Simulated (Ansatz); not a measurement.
The same path of C2H3OS (7 atoms, charge -1, multiplicity 1) was run twice with different band settings. The coordinate that changes most is the dihedral H5–C1–C2–S4.

Level of theory: RKS CAM-B3LYP/6-31G* in Ansatz.

Relaxed end points:

```xyz
7
Properties=species:S:1:pos:R:3
C 0.171 0.668 0.007
C -0.073 -0.851 0.072
O 0.776 -1.531 0.645
S -1.539 -1.407 -0.684
H 1.118 0.913 0.500
H -0.650 1.204 0.494
H 0.197 1.004 -1.035
```

```xyz
7
Properties=species:S:1:pos:R:3
C 0.046 0.685 0.055
C -0.108 -0.846 0.085
O -0.527 -1.347 1.127
S 0.336 -1.671 -1.382
H 1.077 0.961 -0.186
H -0.234 1.105 1.028
H -0.589 1.113 -0.727
```

Common settings: movable images 7; spring 5.0 eV/Å²; start path IDPP; force threshold 0.05 eV/Å; iteration limit 60; end points relaxed.

| run | climbing image | optimiser |
| --- | --- | --- |
| 1 | yes | quadratic models (default) |
| 2 | from the first iteration | lbfgs |

Q: What does each run give, and how far can it be trusted?

A: Run 1: converged after 7 iterations, highest image 0.016 eV above the first end. A vibrational analysis at the climbing image gives one clearly imaginary mode, 81i cm⁻¹: a first-order saddle point.
Run 2: converged after 15 iterations, highest image 0.017 eV above the first end. Another band between the same ends (7 images) ends at a top of the same energy, where a vibrational analysis finds 1 clearly imaginary mode.
Limits of this set-up: an anion without diffuse functions, the dipole of an ion depends on the origin.
